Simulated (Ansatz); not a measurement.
Several settings on one geometry of Si2H⁺ (the lowest singlet isomer of a short search) (that of the charge 1 singlet, PBE0-D4/def2-TZVP). Ansatz on 4 threads of Arm Neoverse V1 on a shared host; times are rough.

```xyz
3

Si    0.235    0.009   -0.112
Si   -1.814   -0.064    0.866
H     1.579    0.055   -0.754
```

Totals from different functionals, basis sets or treatments of relativity can't be compared as stabilities.

At PBE0-D4/def2-TZVP a triplet lies 0.98 eV below the restricted singlet of charge 1, at its own geometry.

The spins typed aren't always the lowest for that charge.

**Question.** Give the basis size and estimate the energy, ⟨S²⟩ and time of these runs.

```tsv
run	method	charge	state	further keys
1	UKS revPBE-D3(BJ)/def2-SVP	1	triplet	final_grid: {core_spheres: 5, valence_spheres: 4, degree: 11}; nuclear_model: gaussian; forces asked
2	UKS ωPBEh/cc-pVTZ	2	doublet	scf: {omitted_lower_state_checks: [starts]}; forces asked
3	UKS ωB97X-V/def2-SVPD	2	doublet	–
4	RKS PBE0/pcseg-2	1	singlet	scf: {lower_state_search: off}; forces asked
```

**Answer.** 
```csv
run,functions,energy (Eh),⟨S²⟩,wall time
1,41,-578.8808,2.01,0.25 s
2,82,-578.4251,0.76,5.5 s
3,56,-578.3311,0.75,14 s
4,82,-578.9093,–,0.6 s
```

The restricted singlet is unstable towards broken spin symmetry at other levels; at RKS PBE0/pcseg-2 this wasn't settled.
